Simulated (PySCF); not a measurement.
[PS3]-: from structure and modes to constants

Computed with PBE0 in PySCF with P def2-SVPD, S def2-SVPD; no relativity; density-fitted integrals.

The singlet minimum has D3h symmetry. Masses (u): P 30.97376, S 31.97207.

```xyz
4
charge -1 multiplicity 1, angstrom
P     0.0000    0.0000    0.0000
S     1.9646    0.0000    0.0000
S    -0.9823    1.7014    0.0000
S    -0.9823   -1.7014    0.0000
```

Harmonic wavenumbers (cm⁻¹): 228.8 (e', ×2), 272.1 (a2'', ×1), 484.8 (a1', ×1), 714.2 (e', ×2).

Q: Find the principal moments of inertia and the rotational constants. What kind of rotor is it?

A: About the centre of mass I = 185.11, 185.11, 370.21 u Å². With B = 16.8576/I this gives 0.09107, 0.09107, 0.04554 cm⁻¹. The molecule is an oblate symmetric top.

Q: Give the standard entropy (298.15 K, 1 bar) by its translational, rotational, vibrational and spin parts, and Cp.

A: Sackur–Tetrode with M = 126.89 u gives 169.3; rotation with symmetry number 6 gives 101.6; vibration 27.8; spin R ln 1 = 0.0. The total is 298.6 J/(mol K), and Cp = 4 R + 34.3 = 67.6 J/(mol K).

This need not be the most stable arrangement of these atoms. The lowest empty level of this anion is unbound, so it and the gap depend on the basis.
